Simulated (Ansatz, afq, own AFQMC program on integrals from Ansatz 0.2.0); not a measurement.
**Where AFQMC and coupled cluster stand for NH3O, singlet**

```xyz
5

N    -0.1540    0.0000    0.7068
O     0.1385    0.0000   -0.6853
H     0.3377   -0.8114    1.0705
H     0.3377    0.8114    1.0705
H    -0.7342    0.0000   -1.0862
```

Connectivity, by distances: NH2–OH.

Basis cc-pVDZ. Noble-gas cores (and the filled d shells of Ga–Kr and In–Xe) are frozen. AFQMC by an in-house program on the Cholesky factors that Ansatz 0.2.0 writes for its CCSD(T) run. ph-AFQMC/CISD is guided by a CISD state made of CCSD amplitudes; releasing the constraint for a short imaginary time cuts its bias at the price of noise, slowly where states lie close. Uncertainties: one standard error, sampling alone.

Determinant: RHF, the one that the program's search chose, which needn't be the lowest solution. The geometry is a point of a scan.

No full CI on the walks' own integrals is used here; CCSDT(Q) serves as the reference and is uncertain by about the last step of the cluster series.

The T1 diagnostic is 0.0079, the weight of the determinant in the CISD state is 0.894 and the size of the correlated space is 14 electrons in 41 orbitals.

| level | correlation energy (eV) |
| --- | --- |
| MP2 | -9.9465 |
| CCSD | -10.4827 |
| CCSD(T) | -10.7140 |

Task: Estimate where phaseless AFQMC with a CISD trial lies against CCSD(T) on the same integrals.

Result: 42.5 ± 17.6 meV below CCSD(T).

Reference: CCSDT(Q), correlation energy -10.751 eV. The released energy is read at 2.40 1/Eh (meV from the phaseless value at times in 1/Eh: 8 ± 16 at 0.24, 2 ± 13 at 0.51, -7 ± 18 at 0.99, 18 ± 19 at 1.62, 45 ± 25 at 2.40).

```tsv
level	E − E(reference) (meV)	share of correlation (%)
CCSD(T)	37.0	99.66
CCSDT	27.6	99.74
ph-AFQMC/HF	-44.3 ± 66.5	100.41
ph-AFQMC/CISD	-5.5 ± 17.6	100.05
released AFQMC	39.2 ± 24.6	99.64
```

A walk keeps the symmetry of its determinant, which the program's search chose and which needn't be the lowest solution, so a lower state of the same spin and another symmetry isn't excluded. Released energies are given only where the last usable release times agree within the noise; a slower fall can still hide under it.
